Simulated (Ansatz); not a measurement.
A made-up structure of CH₅AlB, doublet:

```xyz
8
angstrom
B -0.3766 0.3134 0.4971
C -0.8460 0.9700 -0.7581
Al 1.0388 -1.0194 0.4789
H -1.8423 0.8291 -1.0917
H -0.1973 1.5325 -1.3797
H -0.9497 0.4295 1.4874
H 1.9878 -1.1259 -0.7846
H 1.2055 -1.9793 1.7294
```

It is relaxed with PBE-D4/def2-SVP and then PBE0-D4/def2-TZVP (Ansatz 0.2.0). Atoms count as bonded within 1.22 times the sum of their covalent radii (H–H: 0.88 Å). The end point is not checked to be a true minimum.

**Question.** Does its bonding change? (Judge from chemistry; the calculation decides.)

**Answer.** By the calculation: Yes. Formed: C2–Al3; broken: none.

Where it ends: The first stage lowers the energy by 0.96 eV in 13 steps. It ends as CH₅AlB ([BH]1[CH2][AlH2]1):
```xyz
8
angstrom
B -0.4443 0.8441 0.8313
C -0.6429 0.5320 -0.5664
Al 0.8742 -0.8014 0.1346
H -1.6279 0.2721 -0.9586
H 0.0728 0.7951 -1.3488
H -1.0020 0.9697 1.8699
H 2.1792 -0.5146 -0.7125
H 0.6111 -2.1470 0.9290
```

Labels in which every atom is bracketed show which atoms are joined, not bond orders.

For scale, one of the runs: PBE0-D4/def2-TZVP relaxation, 129 basis functions, launched by `ansatz run in.yaml --threads 2 --pin off --events-out ev --progress --plain --max-ram 4352MiB`. Hardware: 2 CPU threads of an Arm Neoverse V2, shared host. Wall time about 18 s.
